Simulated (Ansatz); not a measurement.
# Pressure series in Nb

The parent structure is Nb in the bcc (W type) structure (space group Im-3m, No. 229; a = 3.3096 Å).

Cell and atoms are relaxed at each pressure.

All numbers come from Ansatz (a program for electronic structure) PBE, no spin-orbit coupling.

| pressure (GPa) | volume per atom (Å³/atom) |
|---|---|
| -2 | 18.348 |
| -1 | ? |
| 0 | 18.126 |
| 0.9 | 18.033 |
| 2.1 | 17.908 |
| 4.5 | 17.674 |
| 9 | 17.271 |
| 22.5 | 16.272 |
| 30 | 15.819 |

### Question
Fit the third-order Birch–Murnaghan form P(V) = (3B₀/2)[(V₀/V)^(7/3) − (V₀/V)^(5/3)]·[1 + (3/4)(B₀′ − 4)((V₀/V)^(2/3) − 1)] (squares taken in P) to the rows shown and predict the withheld row.

### Answer
Least squares on the printed values gives V₀ = 18.127 Å³/atom, B₀ = 169 GPa, B₀′ = 3.9; this predicts 18.236 Å³/atom, and the run gives 18.236 Å³/atom, in agreement.

Measured bulk modulus of Nb: 173.2 GPa (static lattice; corrected from measurement; as listed in Daniel Mejia-Rodriguez, S. B. Trickey, Phys. Rev. B (2018)); the computed value is 2 % below it.

Load acts through the strain it causes; cell and atoms are relaxed under it. Whether these cells are dynamically stable was not tested. No other phases were tried under pressure. All final runs are without spin polarisation.
